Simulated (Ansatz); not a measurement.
# LiAlH2: single points off equilibrium

An exercise on one series of results from a longer session: the logs are not shown, and one member is left open.

The runs use Ansatz 0.2.0, Gaussian basis; single points in def2-TZVPP.

Correlated methods freeze the cores. The outer core shell of Li, Na, Mg and K is correlated.

## Where the work starts

SMILES `[Li][AlH2]`, 4 atoms, charge 0, spin multiplicity 1.

Atoms are counted from 1 here; the program's logs count them from 0.

Bond lengths: Al2–H3 1.755 Å, Al2–H4 1.762 Å. Angles: H3–Al2–H4 100.0°.

Coordinates:

```csv
atom,x (Å),y (Å),z (Å)
Li1,-2.4031,-0.7102,0.1680
Al2,0.0985,0.0061,-0.0063
H3,1.5100,-0.6613,0.7949
H4,0.8638,1.2654,-0.9727
```

The first run:

Input file run/in.yaml:

```yaml
crystal:
  periodic: [false, false, false]
  atoms:
    - {symbol: Li, position_ang: [-2.403100, -0.710200, 0.168000]}
    - {symbol: Al, position_ang: [0.098500, 0.006100, -0.006300]}
    - {symbol: H, position_ang: [1.510000, -0.661300, 0.794900]}
    - {symbol: H, position_ang: [0.863800, 1.265400, -0.972700]}
basis:
  gaussian: {orbitals: def2-TZVPP}
correlation: {method: ccsd_t}
output: {forces: true}
```

The command line of these runs was not kept.

Among the steps run: CCSD(T)/def2-TZVPP; PBE0-D4/def2-TZVPP; wB97M-V/def2-TZVPP; r2SCAN-D4/def2-TZVPP; PBE-D4/def2-TZVPP; B97M-V/def2-TZVPP; r2SCAN0-D4/def2-TZVPP.

One table of the session follows, with a row left open; its other results are not shown here.

```
    method  RMS force component (eV/Å)  angle to CCSD(T) forces (°)  dipole (D)
   CCSD(T)                       0.754                    reference        8.13
   PBE0-D4                       0.722                          0.7        7.80
   wB97M-V                       0.762                          2.3        8.01
 r2SCAN-D4                       0.729                          1.7        7.92
    PBE-D4                       0.643                          1.4        7.46
    B97M-V                       0.682                          0.7        8.06
r2SCAN0-D4                           ?                            ?           ?
```

**Question.** Estimate the row for r2SCAN0-D4.

As computed: RMS force component (eV/Å): 0.775; angle to CCSD(T) forces (°): 1.2; dipole (D): 8.06. In the column «RMS force component (eV/Å)» it is the highest.
